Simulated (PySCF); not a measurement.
**ClF3: singlet, from a T-shaped start**

Where does singlet ClF3 go from a T-shaped start, is the end point a minimum, and what are its modes, charges and moments?

The runs use PySCF 2.14.0; PBE0, basis Cl def2-TZVP, F def2-TZVP, no relativity, density fitting.

### 1 The starting structure

4 atoms, charge 0, spin multiplicity 1.

Bond lengths: Cl1–F2 1.630 Å, Cl1–F3 1.630 Å, Cl1–F4 1.630 Å. Angles: F2–Cl1–F3 88.0°, F2–Cl1–F4 88.0°, F3–Cl1–F4 176.0°.

Coordinates in bohr (charge 0 multiplicity 1):
```
Cl    0.0000    0.0000    0.0000
F     0.0000    0.0000    3.0803
F     3.0784    0.0000    0.1075
F    -3.0784    0.0000    0.1075
```

### 2 Finding the electronic state

The steps below are one call of a driver around PySCF. For each, scf.py gives the equivalent set-up of the SCF; relaxations use the driver's own optimiser. After this first run the driver tries any further starts and a stability analysis.

The input, scf.py:

```python
from pyscf import gto, scf, dft
mol = gto.M(atom='''
Cl     0.000000     0.000000     0.000000
F      0.000000     0.000000     1.630000
F      1.629000     0.000000     0.056900
F     -1.629000     0.000000     0.056900''',
    basis={'Cl': 'def2-TZVP', 'F': 'def2-TZVP'},
    charge=0, spin=0)
mf = dft.RKS(mol, xc='PBE0')
mf.grids.atom_grid = (50, 194)
aux = {'Cl': 'def2-universal-JKFIT', 'F': 'def2-universal-JKFIT'}
mf = mf.density_fit(auxbasis=aux)
mf.conv_tol = 1e-08
mf.diis_space = 10
mf.max_cycle = 60
mf.init_guess = 'minao'
mf.verbose = 4
mf.kernel()
```

Launch:

```
$ OMP_NUM_THREADS=4 python axn.py task.json out
```

What it wrote:

```text
init E= -759.866685527884
  HOMO = -0.303642650676395  LUMO = -0.142945695165871  gap/eV = 4.37279
cycle= 1 E= -759.082996955918  delta_E= 0.784  |g|= 0.924  |ddm|= 1.99
  HOMO = -0.321312248968502  LUMO = -0.185521219570511  gap/eV = 3.69506
cycle= 2 E= -758.76807475832  delta_E= 0.315  |g|=  1.7  |ddm|= 1.32
  HOMO = -0.355365219935202  LUMO = -0.141592566568413  gap/eV = 5.81705
cycle= 3 E= -759.224311550262  delta_E= -0.456  |g|= 0.0946  |ddm|= 0.833
  HOMO = -0.344721998371481  LUMO = -0.135035252905524  gap/eV = 5.70587
cycle= 4 E= -759.22478026173  delta_E= -0.000469  |g|= 0.0803  |ddm|= 0.0841
  HOMO = -0.347428098084244  LUMO = -0.132115318670913  gap/eV = 5.85896
cycle= 5 E= -759.225687455846  delta_E= -0.000907  |g|= 0.019  |ddm|= 0.0422
  HOMO = -0.348402226026876  LUMO = -0.133839994425649  gap/eV = 5.83854
cycle= 6 E= -759.225746358293  delta_E= -5.89e-05  |g|= 0.00141  |ddm|= 0.01
  HOMO = -0.348271634157356  LUMO = -0.133597020027743  gap/eV = 5.84159
cycle= 7 E= -759.225746843447  delta_E= -4.85e-07  |g|= 0.000339  |ddm|= 0.00174
  HOMO = -0.348307157765895  LUMO = -0.133640070582629  gap/eV = 5.84139
cycle= 8 E= -759.225746870939  delta_E= -2.75e-08  |g|= 9.67e-05  |ddm|= 0.000397
  HOMO = -0.348304168451342  LUMO = -0.133643095653937  gap/eV = 5.84123
cycle= 9 E= -759.225746873175  delta_E= -2.24e-09  |g|= 1.32e-05  |ddm|= 9.64e-05
  HOMO = -0.34830568485097  LUMO = -0.133644846532576  gap/eV = 5.84122
Extra cycle  E= -759.225746873217  delta_E= -4.18e-11  |g|= 9.62e-06  |ddm|= 2.47e-05
converged SCF energy = -759.225746873217
```

This step, with its further starts and checks, needed 13 s of wall time on 4 threads of Arm Neoverse V1, shared host.

Energies from each starting density:

| start | energy (Eh) |
| --- | --- |
| the minimal-basis guess | -759.225747 |
| a thermally smeared density | -759.225747 |
| a smeared PBE density | -759.225747 |

No lower closed-shell solution turned up from the other starts or in the test of internal stability.

### 3 Relaxing the singlet from the T-shaped start

The program finds C2v symmetry in the start, which this walk keeps. The walk stops when the largest gradient is under 0.0003 Eh/bohr and the energy has settled too.

scf.py, as its differences from that of step 2:

```diff
@@ -3,4 +3,4 @@
-Cl     0.000000     0.000000     0.000000
-F      0.000000     0.000000     1.630000
-F      1.629000     0.000000     0.056900
-F     -1.629000     0.000000     0.056900''',
+Cl     0.000000     0.000000    -0.360243
+F      0.000000     0.000000     1.269757
+F      1.629000     0.000000    -0.303343
+F     -1.629000     0.000000    -0.303343''',
@@ -16 +15,0 @@
-mf.init_guess = 'minao'
```

The optimiser's trace:

| step | energy (Eh) | change (kJ/mol) | largest symmetric gradient (Eh/bohr) |
| --- | --- | --- | --- |
| 0 | -759.225747 | 0.00 | 0.03119 |
| 1 | -759.229622 | -10.17 | 0.00859 |
| 2 | -759.229812 | -10.67 | 0.00088 |
| 3 | -759.229815 | -10.68 | 0.00014 |

The walk took 4.5 s.

After 3 steps and 10.7 kJ/mol it ends at C2v: Cl–F 1.595 Å, Cl–F 1.694 Å (×2); F–Cl–F 87.5° (×2), F–Cl–F 175.0°.

### 4 Is it a minimum? Harmonic modes

The point is checked on the finer grid, and tightened if its gradient asks for it. The Hessian and the dipole derivatives come from central differences of analytic gradients, with steps of 0.02 bohr.

scf.py, as its differences from that of step 3:

```diff
@@ -3,4 +3,4 @@
-Cl     0.000000     0.000000    -0.360243
-F      0.000000     0.000000     1.269757
-F      1.629000     0.000000    -0.303343
-F     -1.629000     0.000000    -0.303343''',
+Cl     0.000000     0.000000    -0.360678
+F      0.000000     0.000000     1.234196
+F      1.691938     0.000000    -0.285454
+F     -1.691938     0.000000    -0.285454''',
@@ -10 +10 @@
-mf.grids.atom_grid = (50, 194)
+mf.grids.atom_grid = (75, 302)
@@ -13 +13 @@
-mf.conv_tol = 1e-08
+mf.conv_tol = 1e-10
```

This SCF starts from the last density.

Log of the central SCF (cycles and frontier levels):

```text
init E= -759.229773549129
  HOMO = -0.358312299411997  LUMO = -0.132532754172914  gap/eV = 6.14377
cycle= 1 E= -759.229773549123  delta_E= 5.68e-12  |g|= 6.97e-06  |ddm|= 4.98e-06
  HOMO = -0.358312479613051  LUMO = -0.132531888589625  gap/eV = 6.14380
Extra cycle  E= -759.229773549108  delta_E= 1.51e-11  |g|= 1.27e-05  |ddm|= 8.96e-06
converged SCF energy = -759.229773549108
```

The whole step took 39 s.

Geometry: C2v; Cl–F 1.595 Å, Cl–F 1.694 Å (×2); F–Cl–F 87.5° (×2), F–Cl–F 174.9°.

Harmonic modes (main isotopes):

| symmetry | ω (cm⁻¹) | IR (km/mol) | μ (u) | type |
| --- | --- | --- | --- | --- |
| b1 | 336 | 16.7 | 24.56 | bend |
| a1 | 337 | 13.3 | 21.43 | bend |
| b2 | 443 | 0.2 | 19.34 | bend |
| a1 | 553 | 4.3 | 19.05 | stretch |
| b2 | 726 | 533 | 25.36 | stretch |
| a1 | 797 | 58.3 | 22.81 | stretch |

No imaginary mode, so this is a minimum.

Properties at this point:

| Item | Value |
| --- | --- |
| Dipole moment | 0.63 D |
| Highest occupied level | -9.75 eV |
| Lowest empty level | -3.61 eV |
| Rotational constants | 0.4608, 0.155, 0.116 cm⁻¹ |
| Zero-point energy | 19.1 kJ/mol |
| Principal polarisabilities | 12.0, 20.1, 34.7 bohr³ |
| Atomisation energy without zero-point energy | 535 kJ/mol |
| Principal traceless quadrupole moments about the centre of mass | -6.88, 2.87, 4.01 D Å |
| Entropy at 298.15 K and 1 bar | 281.1 J/(mol K) |
| Heat capacity Cp at 298.15 K | 63.2 J/(mol K) |
| Enthalpy at 298.15 K above 0 K | 13.57 kJ/mol |
| Rotational symmetry number | 2 |

Populations by atom (charges in e):

```csv
atom,Mulliken,Löwdin,polar tensor,Mayer order to Cl1
Cl1,0.67,0.73,1.70,–
F2,-0.09,-0.13,-0.34,0.99
"F3,4",-0.29,-0.30,-0.68,0.83
```

Mulliken populations on Cl1: s 5.98, p 9.83, d 0.47, f 0.04.

### 5 Would spin polarisation lower it?

At the lowest minimum the closed shell is tested against spin polarisation, on the (50, 194) grid. It is stable.

### 6 Outcome

| quantity | value |
| --- | --- |
| minimum | singlet, C2v |
| geometry | Cl–F 1.595 Å, Cl–F 1.694 Å (×2); F–Cl–F 87.5° (×2), F–Cl–F 174.9° |
| wavenumbers (cm⁻¹) | 336 (b1), 337 (a1), 443 (b2), 553 (a1), 726 (b2), 797 (a1) |
| dipole moment | 0.63 D |
| highest occupied, lowest empty level | -9.75, -3.61 eV |
| polar-tensor charge of Cl1 | +1.70 e |
| zero-point energy | 19.1 kJ/mol |
| entropy at 298.15 K | 281.1 J/(mol K) |
| atomisation energy (no zero-point energy) | 535 kJ/mol |

What this shows: The molecule stays C2v, as typed, and the end point is a minimum. The strongest infrared band lies at 726 cm⁻¹ (b2, stretch). Other starts or spin states, not run here, may lie lower.

The search up to here needed 60 s of wall time on 4 threads of Arm Neoverse V1, shared host.
